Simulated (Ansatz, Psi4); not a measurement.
Molecule: SiNH$_{2}$F$_{3}$, net charge 0, singlet state. SMILES: F[Si](N)(F)F
Coordinates optimised at B3LYP-D3(BJ)/def2-TZVP (Ansatz, a program for electronic structure):
```xyz
7

N      1.6258    -0.2885     0.2310
Si    -0.0079     0.0008    -0.0023
F     -0.6083    -0.5087    -1.3769
F     -0.8420    -0.7271     1.1250
F     -0.2817     1.5565     0.0339
H      1.9777    -1.1783     0.5416
H      2.3402     0.2992    -0.1644
```

B3LYP/6-31G* beside other levels, property by property. Conventions: dispersion terms only where a functional's name holds one; non-relativistic; UHF or UKS for open shells; frozen cores in correlated levels; atomisation electronic, to ground-state atoms; six Cartesian d functions in 6-31G* and its kin unless marked 5d; spin-orbit terms left out; each state is the SCF solution reached for its charge and spin. Basis-set limits of correlation are two-point, X^-3; Hartree-Fock from the larger set. The bracket is a focal-point correction in the basis named. Ab initio and DFT rows: single points at B3LYP-D3(BJ) geometries (Ansatz), with unscaled harmonic terms from B3LYP/6-31G* (Ansatz) at its own minima, enthalpies of formation by atomisation with measured atoms. Levels can end on unlike triplets.

Coupled cluster (Ansatz) is a level with limits of its own, used here on species with T1 under 0.025 (0.045 for open shells) and stable references: (a) RI-MP2/CBS(aug-cc-pV(T+d)Z,aug-cc-pV(Q+d)Z)+[CCSD(T)-MP2]/aug-cc-pV(T+d)Z; (b) RI-MP2/CBS(cc-pV(T+d)Z,cc-pV(Q+d)Z)+[CCSD(T)-MP2]/cc-pV(T+d)Z; (c) CCSD(T)/CBS(aug-cc-pV(T+d)Z,aug-cc-pV(Q+d)Z); (d) CCSD(T)/CBS(cc-pV(T+d)Z,cc-pV(Q+d)Z).

```
property                                                                                    B3LYP/6-31G* (Ansatz)  HF/6-31G* (Ansatz)  wB97X-D/6-31G* (Psi4)  PBE/def2-TZVPD (Ansatz)             to compare with
------------------------------------------------------------------------------------------  ---------------------  ------------------  ---------------------  -----------------------  --------------------------
N-Si bond dissociation enthalpy at 298 K, to [NH2] (NH2) + F[Si](F)F (kcal/mol)                             112.3                92.3                  118.3                    111.3   121.2 coupled cluster (b)
vertical ionisation energy to the doublet (eV)                                                              11.15               10.08                  11.27                    11.18   11.59 coupled cluster (a)
atomisation energy (kcal/mol)                                                                               684.5               491.2                  686.4                    712.4   716.2 coupled cluster (c)
vertical triplet-singlet gap, E(triplet) - E(singlet) (eV)                                                   7.13                7.11                   7.62                     6.43    6.88 coupled cluster (a)
enthalpy of formation at 298 K (kcal/mol)                                                                  -286.9               -93.7                 -288.9                   -314.8  -318.6 coupled cluster (c)
F-Si bond dissociation enthalpy at 298 K, to N[Si](F)F + F atom (kcal/mol)                                  159.1               127.8                  161.1                    158.1   167.2 coupled cluster (c)
proton affinity at N (heteroatom site), enthalpy at 298 K, to [NH3+][Si](F)(F)F (kcal/mol)                  190.8               188.2                  191.7                    185.9   185.7 coupled cluster (d)
```

As the rows show:
- N-Si bond dissociation enthalpy at 298 K, to [NH2] (NH2) + F[Si](F)F: B3LYP/6-31G* lies 8.9 kcal/mol below coupled cluster.
- vertical ionisation energy to the doublet: B3LYP/6-31G* lies 0.44 eV below coupled cluster.
- atomisation energy: B3LYP/6-31G* lies 31.7 kcal/mol below coupled cluster.
- vertical triplet-singlet gap, E(triplet) - E(singlet): B3LYP/6-31G* lies 0.25 eV above coupled cluster.
- enthalpy of formation at 298 K: B3LYP/6-31G* lies 31.7 kcal/mol above coupled cluster.
- F-Si bond dissociation enthalpy at 298 K, to N[Si](F)F + F atom: B3LYP/6-31G* lies 8.1 kcal/mol below coupled cluster.
- proton affinity at N (heteroatom site), enthalpy at 298 K, to [NH3+][Si](F)(F)F: B3LYP/6-31G* lies 5.1 kcal/mol above coupled cluster.

The properties are those with a value to compare with, at most eight drawn at random. No case is left out for the size of its miss. Left out are saddle points of the reference geometry, anions that the best level run finds unbound, excited spin states, species near biochemistry, 298 K rows of species without real B3LYP wavenumbers, cases with under five habitual levels, runs that failed or that the program found above a lower state of the same kind, table entries that another table contradicts, and a share of species set aside by lot.
